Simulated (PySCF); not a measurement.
PySCF input for ethylene (C2H4), SMILES C=C, TDDFT-PBE/def2-TZVPD. The structure is a stationary point at B3LYP-D3(BJ)/def2-TZVP.

```python
import numpy as np
from pyscf import gto, scf, dft, tdscf

mol = gto.M(
    atom='''
    C     0.00000000   -0.00000000   -0.66229739
    C     0.00000000    0.00000000    0.66229739
    H     0.00000000   -0.92137704   -1.23201841
    H     0.00000000    0.92137705   -1.23201841
    H     0.00000000    0.92137704    1.23201841
    H     0.00000000   -0.92137705    1.23201841
    ''',
    basis='def2-TZVPD',
    charge=0,
    spin=0,
    symmetry=True,
    max_memory=1600,
    verbose=4,
)
mf = dft.RKS(mol, xc='pbe').density_fit(auxbasis='def2-universal-jkfit')
mf.grids.level = 3
mf.conv_tol = 1e-9
mf.max_cycle = 100
mf.kernel()
mf.grids = dft.Grids(mol).set(level=1).build(with_non0tab=True)  # coarser grid for the response kernel
td = tdscf.TDDFT(mf)
td.singlet = True
td.nstates = 10
td.conv_tol = 1e-4
td.positive_eig_threshold = 1e-6
td.kernel(x0=td.get_init_guess(mf, 15))
td.analyze()
tt = tdscf.TDA(mf)
tt.singlet = False
tt.nstates = 4
tt.conv_tol = 1e-4
tt.positive_eig_threshold = 1e-6
tt.kernel(x0=tt.get_init_guess(mf, 9))
tt.analyze(verbose=3)
```

Output:

```
PySCF version 2.14.0

[INPUT] verbose = 4
[INPUT] num. atoms = 6
[INPUT] num. electrons = 16
[INPUT] charge = 0
[INPUT] spin (= nelec alpha-beta = 2S) = 0
[INPUT] symmetry True subgroup None
[INPUT] Mole.unit = angstrom
[INPUT] Symbol           X                Y                Z      unit          X                Y                Z       unit  Magmom
[INPUT]  1 C      0.000000000000   0.000000000000  -0.662297390000 AA    0.000000000000   0.000000000000  -1.251560680114 Bohr   0.0
[INPUT]  2 C      0.000000000000   0.000000000000   0.662297390000 AA    0.000000000000   0.000000000000   1.251560680114 Bohr   0.0
[INPUT]  3 H      0.000000000000  -0.921377040000  -1.232018410000 AA    0.000000000000  -1.741150263062  -2.328177375322 Bohr   0.0
[INPUT]  4 H      0.000000000000   0.921377050000  -1.232018410000 AA    0.000000000000   1.741150281960  -2.328177375322 Bohr   0.0
[INPUT]  5 H      0.000000000000   0.921377040000   1.232018410000 AA    0.000000000000   1.741150263062   2.328177375322 Bohr   0.0
[INPUT]  6 H      0.000000000000  -0.921377050000   1.232018410000 AA    0.000000000000  -1.741150281960   2.328177375322 Bohr   0.0

nuclear repulsion = 33.4827040708005
point group symmetry = D2h
symmetry origin: [0. 0. 0.]
symmetry axis x: [1. 0. 0.]
symmetry axis y: [0.00000000e+00 1.00000000e+00 3.10355987e-09]
symmetry axis z: [ 0.00000000e+00 -3.10355987e-09  1.00000000e+00]
num. orbitals of irrep Ag = 24
num. orbitals of irrep B1g = 6
num. orbitals of irrep B2g = 10
num. orbitals of irrep B3g = 15
num. orbitals of irrep Au = 6
num. orbitals of irrep B1u = 24
num. orbitals of irrep B2u = 15
num. orbitals of irrep B3u = 10
number of shells = 46
number of NR pGTOs = 148
number of NR cGTOs = 110
basis = def2-TZVPD
ecp = {}


[settings echo left out]
init E= -78.4531900956493
HOMO (B3u) = -0.32824586284029  LUMO (B2g) = -0.103440400919291  gap/eV = 6.11727
cycle= 1 E= -78.4558894922792  delta_E= -0.0027  |g|= 0.401  |ddm|= 1.65
HOMO (B3u) = -0.159567750098898  LUMO (Ag) = 0.0230711060405611  gap/eV = 4.96986
cycle= 2 E= -78.4051011140124  delta_E= 0.0508  |g|= 0.585  |ddm|= 0.837
HOMO (B3u) = -0.251120016977708  LUMO (B2g) = -0.0379764138919957  gap/eV = 5.79993
cycle= 3 E= -78.5005333236883  delta_E= -0.0954  |g|= 0.0105  |ddm|= 0.477
HOMO (B3u) = -0.249181758642155  LUMO (B2g) = -0.0369087585911129  gap/eV = 5.77624
cycle= 4 E= -78.5005629078737  delta_E= -2.96e-05  |g|= 0.0017  |ddm|= 0.0329
HOMO (B3u) = -0.249134381884695  LUMO (B2g) = -0.0367316850035814  gap/eV = 5.77977
cycle= 5 E= -78.5005636769812  delta_E= -7.69e-07  |g|= 0.000339  |ddm|= 0.00313
HOMO (B3u) = -0.249156207957329  LUMO (B2g) = -0.0367704360339772  gap/eV = 5.77931
cycle= 6 E= -78.5005637037529  delta_E= -2.68e-08  |g|= 2.76e-05  |ddm|= 0.000554
HOMO (B3u) = -0.249161624284781  LUMO (B2g) = -0.0367741531238464  gap/eV = 5.77936
cycle= 7 E= -78.5005637039399  delta_E= -1.87e-10  |g|= 1.82e-06  |ddm|= 4.85e-05
HOMO (B3u) = -0.249160647295381  LUMO (B2g) = -0.0367733136824755  gap/eV = 5.77935
Extra cycle  E= -78.5005637039402  delta_E= -3.41e-13  |g|= 2.06e-06  |ddm|= 5.75e-06
converged SCF energy = -78.5005637039402
tot grids = 20248
Overwritten attributes  positive_eig_threshold  of <class 'pyscf.tdscf.rks.CasidaTDDFT'>


******** <class 'pyscf.tdscf.rks.CasidaTDDFT'> for <class 'pyscf.df.df_jk.DFSymAdaptedRKS'> ********
nstates = 10 singlet
deg_eia_thresh = 1.000e-03
wfnsym = None
conv_tol = 0.0001
eigh lindep = 1e-12
eigh level_shift = 0
eigh max_cycle = 100


Excitation energies (eV)
[6.96020613 7.49033095 7.69190087 7.70542176 8.07940543 8.68494242
 9.23669842 9.30067608 9.41277774 9.46838362]

** Singlet excitation energies and oscillator strengths **
Excited State   1:  B3u      6.96021 eV    178.13 nm  f=0.0699
       8 -> 10        0.70700
Excited State   2:  B2g      7.49033 eV    165.53 nm  f=0.0000
       8 -> 11       -0.70646
Excited State   3:  B1g      7.69190 eV    161.19 nm  f=0.0000
       7 -> 9        -0.69538
       8 -> 12       -0.12683
Excited State   4:  B1u      7.70542 eV    160.91 nm  f=0.3299
       8 -> 9        -0.68965
       8 -> 20        0.13600
Excited State   5:  B1g      8.07941 eV    153.46 nm  f=0.0000
       7 -> 9         0.12651
       8 -> 12       -0.69556
Excited State   6:  B3g      8.68494 eV    142.76 nm  f=0.0000
       7 -> 10       -0.70679
Excited State   7:  B2u      9.23670 eV    134.23 nm  f=0.0791
       7 -> 11       -0.70624
Excited State   8:  B3u      9.30068 eV    133.31 nm  f=0.0648
       8 -> 13       -0.69895
Excited State   9:  B2g      9.41278 eV    131.72 nm  f=0.0000
       6 -> 9         0.70480
Excited State  10:   Au      9.46838 eV    130.95 nm  f=0.0000
       8 -> 14       -0.70638

** Transition electric dipole moments (AU) **
state          X           Y           Z        Dip. S.      Osc.
  1         0.6402      0.0000     -0.0000      0.4099      0.0699
  2        -0.0000      0.0000      0.0000      0.0000      0.0000
  3         0.0000     -0.0000     -0.0000      0.0000      0.0000
  4        -0.0000      0.0000      1.3220      1.7477      0.3299
  5         0.0000      0.0000     -0.0000      0.0000      0.0000
  6        -0.0000      0.0000      0.0000      0.0000      0.0000
  7        -0.0000     -0.5914     -0.0000      0.3497      0.0791
  8         0.5334     -0.0000     -0.0000      0.2846      0.0648
  9        -0.0000     -0.0000     -0.0000      0.0000      0.0000
 10        -0.0000      0.0000     -0.0000      0.0000      0.0000

** Transition velocity dipole moments (imaginary part, AU) **
state          X           Y           Z        Dip. S.      Osc.
  1         0.1723      0.0000     -0.0000      0.0297      0.0774
  2        -0.0000      0.0000      0.0000      0.0000      0.0000
  3        -0.0000     -0.0000     -0.0000      0.0000      0.0000
  4         0.0000      0.0000      0.3734      0.1394      0.3283
  5        -0.0000      0.0000     -0.0000      0.0000      0.0000
  6        -0.0000     -0.0000      0.0000      0.0000      0.0000
  7        -0.0000     -0.2003      0.0000      0.0401      0.0788
  8         0.1890     -0.0000     -0.0000      0.0357      0.0697
  9        -0.0000     -0.0000     -0.0000      0.0000      0.0000
 10         0.0000      0.0000     -0.0000      0.0000      0.0000

** Transition magnetic dipole moments (imaginary part, AU) **
state          X           Y           Z
  1        -0.0000      0.0000      0.0000
  2         0.0000     -0.0477     -0.0000
  3        -0.0000      0.0000     -1.3910
  4         0.0000      0.0000     -0.0000
  5         0.0000      0.0000      0.1686
  6         0.9492      0.0000     -0.0000
  7        -0.0000     -0.0000      0.0000
  8         0.0000     -0.0000      0.0000
  9        -0.0000     -1.7493     -0.0000
 10        -0.0000     -0.0000     -0.0000
Overwritten attributes  positive_eig_threshold  of <class 'pyscf.tdscf.rks.TDA'>


******** <class 'pyscf.tdscf.rks.TDA'> for <class 'pyscf.df.df_jk.DFSymAdaptedRKS'> ********
nstates = 4 triplet
deg_eia_thresh = 1.000e-03
wfnsym = None
conv_tol = 0.0001
eigh lindep = 1e-12
eigh level_shift = 0
eigh max_cycle = 100


Excitation energies (eV)
[4.59797565 6.79570328 7.1356159  7.35836563]

** Triplet excitation energies and oscillator strengths **
Excited State   1:  B1u      4.59798 eV    269.65 nm  f=0.0000
Excited State   2:  B3u      6.79570 eV    182.44 nm  f=0.0000
Excited State   3:  B1g      7.13562 eV    173.75 nm  f=0.0000
Excited State   4:  B2g      7.35837 eV    168.49 nm  f=0.0000
```

Self-consistency was reached.

Cost: around 8 core-seconds (rough).
